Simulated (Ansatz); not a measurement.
# PSi2: the cost of one run

Computed with Ansatz 0.2.0, Gaussian basis. Level: cc-pVTZ, core rule «outside noble gas», up to 15 orbitals frozen.

To be run: UHF; CCSD(T) on ROHF; CCSD(T) on UHF; BCCD(T) on ROHF; CCSDT(Q) on ROHF; CCSDT(Q) on UHF.

5 further runs of the same task are left out: 3 for a known fault of the program, 2 set aside as unsound or not needed.

## (1) The geometry

The geometry is a PBE0/def2-TZVP stationary point (not a proven minimum) of the parent state, kept for this charge and spin.

3 atoms, charge 0, spin multiplicity 4.

Atoms are counted from 1 here; the program's logs count them from 0.

Bond lengths: Si1–P2 2.098 Å, P2–Si3 2.098 Å. Angles: Si1–P2–Si3 117.5°.

## (2) UHF

in.yaml reads:

```yaml
crystal:
  periodic: [false, false, false]
  atoms:
    - {symbol: Si, position_ang: [0.000000, -0.386578, 1.794001]}
    - {symbol: P, position_ang: [0.000000, 0.701061, 0.000000]}
    - {symbol: Si, position_ang: [0.000000, -0.386578, -1.794001]}
basis:
  gaussian: {orbitals: cc-pVTZ}
magnetization: {spin_polarized: true, initial_magnetization: 3}
hamiltonian: {xc: hf}
output: {orbitals: {seedname: orbitals}}
```

On the command line:

```console
> ansatz run in.yaml --threads 1 --pin off --events-out ev --progress --plain --max-ram 4096MiB --backend cpu
```

Q: Estimate wall time and peak memory on 1 thread of AMD EPYC 7R13, shared host.

About 36 s, with a peak of 0.35 GiB.
